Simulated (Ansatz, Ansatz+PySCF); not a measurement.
| atom | x (Å) | y (Å) | z (Å) |
| --- | --- | --- | --- |
| O | 0.0307 | 0.0196 | 0.0403 |
| H | 0.8961 | 0.0111 | -0.2122 |
| H | -0.4661 | 0.8628 | -0.2170 |
| H | -0.4427 | -0.8088 | -0.2387 |

RHF-MP2 on singlet H3O(+) was run in several spherical basis sets with Ansatz (development build ahead of 0.2.0). Frozen core: 1 orbital.

Task: Rank the basis sets by the total energy that they give, lowest first, with the distance from the lowest.
A. aug-cc-pVDZ
B. cc-pVDZ
C. 6-31G(d)
D. def2-SVP
E. STO-3G
F. cc-pVTZ
G. 6-31G
H. def2-TZVP

Result: F (0.00 eV), H (0.25 eV), A (1.81 eV), B (2.23 eV), C (3.42 eV), D (4.02 eV), G (5.42 eV), E (33.29 eV).

Totals follow the description of the cores as much as that of the bonds, so this order isn't one of quality for chemistry.
